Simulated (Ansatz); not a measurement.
Reaction (atomization): `O/C=C(/O)CF` → 3 C• + F• + 5 H• + 2 O•

Isolated molecules relaxed with PBE0-D4/def2-TZVP in Ansatz; ΔE leaves out vibrations. CBS: MP2 limit from def2 TZ/QZ plus the TZ coupled-cluster correction, frozen cores. This one scheme is used for every species, atoms too. For atomizations the MP2-based limit and the directly extrapolated one differ by several kJ/mol either way, and by 10 to 25 for some Ge, Se and Sn compounds, so smaller differences from it don't rank the levels. No spin–orbit coupling; open shells (•) take unrestricted orbitals. Spin–orbit coupling would lower the free atoms: a little for C, F, O. One conformer a species, not always the lowest.

```
      species  HF/CBS(def2) energy (Eh)
`O/C=C(/O)CF`                -365.81116
           C•                 -37.69379
           F•                 -99.41645
           H•                  -0.50000
           O•                 -74.81904
```

Question: Work out ΔE.

Answer: ΔE = 5 × (-0.50000) + 3 × (-37.69379) + 2 × (-74.81904) + (-99.41645) − (-365.81116) = 1.17526 Eh = +31.98 eV. CCSD(T)/CBS gives +46.34 eV.

Largest T1 diagnostic among the species: 0.012.

Leaving LDA and LC-ωPBE aside and taking each functional with its dispersion term where it has one, the values, not all of them listed here, spread over 3.93 eV, from BHLYP-D4 to PBE-D4. LDA lies +7.04 eV from PBE without D4, its usual overbinding. From BLYP to BHLYP (50 % exact exchange), in def2-TZVPP and without D4, ΔE moves by −2.21 eV: exact exchange takes away binding that semilocal exchange gives to molecules. In def2-TZVPP, CCSD(T) changes the Hartree–Fock value by +13.11 eV (the triples alone add +0.89 eV) and MP2 by +14.45 eV; breaking electron pairs costs correlation energy, which Hartree–Fock lacks.
